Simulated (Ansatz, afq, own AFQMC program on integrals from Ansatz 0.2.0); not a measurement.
Two steps: Ansatz 0.2.0 writes the Fock matrix and Cholesky factors of the valence space, and afq projects on them the lowest state that overlaps trial and start.

```yaml
crystal:
  periodic: [false, false, false]
  atoms:
    - {symbol: Al, position_ang: [0.000000, 0.000000, 0.696811]}
    - {symbol: N, position_ang: [0.000000, 0.000000, -1.099242]}
    - {symbol: H, position_ang: [0.000000, 0.822256, -1.688737]}
    - {symbol: H, position_ang: [0.000000, -0.822256, -1.688737]}
basis:
  gaussian: {orbitals: cc-pVTZ}
magnetization: {spin_polarized: true, initial_magnetization: 0}
correlation: {method: ccsd_t, electrons: outside_noble_gas, hamiltonian_folder: ham}
```

```sh
$ ansatz run in.yaml --threads 1 --pin off --events-out ev --progress --plain --max-ram 15360MiB --backend cuda --devices 0, --max-vram 18GiB
```

afq runs on the folder ham with

```
--method free --trial cisd --walkers 1800 --time-step 0.03 --max-blocks 4000 --target-error 0.00038 --factor-cut 1e-05 --seed 3238 --times 0,0.21,0.42,0.81,1.2,1.8,2.4,3 --taylor-order 8
```

Times are imaginary, in 1/Eh. The walk had a cap of 121 s.

afq prints:

```
orbitals 86  electrons 5 5  factors 540 of 551
reference energy -297.57688061 Eh
CCSD correlation -0.29605312 Eh in 10 cycles, weight of the determinant in the CISD state 0.8722
repeat  energy at the last time / Eh  error
    10  -297.885108  0.000435
    20  -297.885068  0.000296
    30  -297.885254  0.000220
time / (1/Eh)  energy / Eh  error  mean overlap
  0.00  -297.872956  0.000077  1.1466
  0.21  -297.879908  0.000074  1.1429
  0.42  -297.882064  0.000095  1.1455
  0.81  -297.883630  0.000112  1.1454
  1.20  -297.884236  0.000134  1.1450
  1.80  -297.884545  0.000194  1.1562
  2.40  -297.884955  0.000180  1.1500
  3.00  -297.885287  0.000215  1.1447
energy -297.885287 +/- 0.000215 Eh
```

The run failed at least one of its tests; the cautions name the faults.

Against this walk (error 5.9 meV) on the same determinant: CCSD(T) 30.9 meV higher, CCSDT(Q) 3.2 meV higher (within the noise). The error is statistical, and a free projection of finite length keeps a remainder of its start. The last points still move (meV from the last: 45 ± 3 at 0.81, 29 ± 4 at 1.20, 20 ± 5 at 1.80, 9 ± 5 at 2.40, 0 ± 6 at 3.00), but the last one has reached CCSDT(Q) within the noise or passed it, so little can be left to fall.

Cautions: remainder of the start not in the error; start not forgotten; the determinant is a saddle point among determinants of its kind.

The walk took 45 s on 1 × NVIDIA H100 80GB HBM3 with 2 threads of AMD EPYC 7R13 Processor (Zen 3) (shared host) (the card was shared). The log's last line is the free-projection energy.

CCSDT and higher add their correlation energy to the determinant of the CCSD(T) run, since their own runs factorise the integrals more tightly (a shift of under 2 meV). A walk keeps the symmetry of its determinant, which the program's search chose and which needn't be the lowest solution, so a lower state of the same spin and another symmetry isn't excluded.
